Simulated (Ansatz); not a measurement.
Molecule: pyrrole, C4H5N (charge 0, singlet). SMILES: [nH]1cccc1
Geometry: optimised at B3LYP-D3(BJ)/def2-TZVP (Ansatz, a quantum-chemistry and plane-wave program).

Property: atomisation energy (electronic, to ground-state atoms), in kcal/mol. Valence correlation only, unless marked. Open shells are spin-unrestricted. Spin-orbit coupling is left out. No relativistic terms. The coupled-cluster limit lacks core correlation, which all-electron functionals hold. CBS(X,Y): correlation extrapolated as X^-3; Hartree-Fock from the larger set. [CCSD(T)-MP2]/basis is that difference in the basis named.

| level | program | atomisation energy (kcal/mol) |
|---|---|---|
| RI-HF/cc-pVQZ | Ansatz | 766.4 |
| PBE-D4/def2-TZVPD | Ansatz + dftd4 | 1115.2 |

What does RI-MP2/CBS(cc-pVTZ,cc-pVQZ)+[CCSD(T)-MP2]/cc-pVTZ (Ansatz) give?

1069.0 kcal/mol
